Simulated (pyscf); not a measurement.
Thermochemistry of product channels of `[Na][O][SiH3]` + `[NH3]` on the singlet surface, in kcal/mol, from CCSD(T)/def2-TZVPP + ΔMP2(QZVPP) energies (ideal gas, 1 atm, RRHO with modes under 100 cm⁻¹ raised to 100, one conformer, R ln 2 for chiral ones without a mode under 150 cm⁻¹). PySCF, gas phase, ωB97X-D3(BJ)/def2-SVP geometries. MP2 and CC: frozen core, UHF for open shells. ΔMP2 is the change of the MP2 total energy from the triple- to the quadruple-zeta basis.

```csv
products,ΔE,ΔH(298 K),ΔG(298 K),ΔG(900 K)
`[OH][Na]` + `[NH2][SiH3]`,+26.2,+25.5,+24.3,+21.0
`[NH2][Na]` + `[OH][SiH3]`,___,+31.7,+30.1,___
```

Problem. Complete the blanks.

Solution. 
- `[NH2][Na]` + `[OH][SiH3]`, ΔE: +33.0
- `[NH2][Na]` + `[OH][SiH3]`, ΔG(900 K): +26.3

These are energies of the channels, which say nothing of barriers. The CCSD(T) − MP2 part came from Ansatz, without density fitting, on the same reference. The frozen core leaves the outer d or s,p core shells of the metals and heavy elements correlated in the MP2 and CC values, and def2-TZVPP describes them poorly, which can shift differences by a few kcal/mol.
